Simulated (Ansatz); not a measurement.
in.yaml

```yaml
crystal:
  periodic: [false, false, false]
  atoms:
    - {symbol: Al, position_ang: [0.000000, -0.075183, 1.427166]}
    - {symbol: B, position_ang: [0.000000, 0.523760, -0.596061]}
    - {symbol: F, position_ang: [0.000000, -0.282645, -1.649481]}
    - {symbol: H, position_ang: [0.000000, 1.722317, -0.719901]}
basis:
  gaussian: {orbitals: cc-pVDZ}
magnetization: {spin_polarized: false, initial_magnetization: 2}
hamiltonian: {pseudopotentials: {relativity: scalar}}
correlation: {method: mp2, electrons: outside_noble_gas}
```

```sh
$ ansatz run in.yaml --threads 1 --pin off --events-out ev --progress --plain --max-ram 2393MiB
```

The program prints:

```
484 factors; integrals over basis functions are off by at most 1.3e-3 eV
mean field evaluation 1: about -9986.7534 eV, gradient 2.1e1 eV
mean field evaluation 2: about -9986.8323 eV, gradient 2.1e1 eV
mean field evaluation 4: about -9988.3505 eV, gradient 2.0e0 eV
mean field evaluation 8: about -9988.4521 eV, gradient 6.8e-1 eV
mean field evaluation 16: about -9988.5680 eV, gradient 9.7e-2 eV
mean field evaluation 32: about -9988.0793 eV, gradient 1.3e-6 eV
mean field evaluation 64: about -9988.0792 eV, gradient 4.5e-2 eV
mean field -9988.56850916 eV, -367.0731222166 hartree, gradient 3.4e-6 eV, S^2 2.000000; 6 other end points of the search recorded, 0 dependent functions left out
mean field evaluation 96: about -9988.4489 eV, gradient 2.0e0 eV
7 core orbitals not correlated: weight in the atoms' cores, before any rotation towards them, 1.000 or more for the frozen orbitals, at most 0.000 for the correlated occupied ones
reference -9988.56850916 eV, -367.0731222166 hartree; 8, 6 occupied and 36, 38 virtual orbitals, 484 factors
second order -8.16334867 eV of doubles, -0.03900830 eV of singles
Total energy: -9996.77086612 eV, -367.3745532752 hartree
Relativity: scalar
```

Ran on 1 thread of Arm Neoverse V1, shared host: 1.5 s wall, 0.23 GiB peak host memory.
